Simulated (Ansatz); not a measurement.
Zinc-blende BAs was calculated with r²SCAN (Ansatz, a quantum-chemistry and plane-wave program, plane waves, PAW).

The same calculation (at the measured cell, 13.626 Å³/atom) with different numerical settings:

```csv
run,k mesh,high-frequency dielectric constant,static dielectric constant,zone-centre TO phonon frequency (cm⁻¹),rough time
1,4×4×4,7.929,7.985,714.4,20 core-s
2,6×6×6,8.786,8.845,702.1,20 core-s
3,8×8×8,9.119,9.177,700.4,40 core-s
4,12×12×12,9.280,9.337,700.1,100 core-s
5,16×16×16,9.299,9.357,700.0,4 core-min
6,20×20×20,9.302,9.360,700.0,7 core-min
```

In the column static dielectric constant the first row differs from the last by -1.375 and the next to last by -0.003.

The last row is no converged limit: other settings stay fixed.
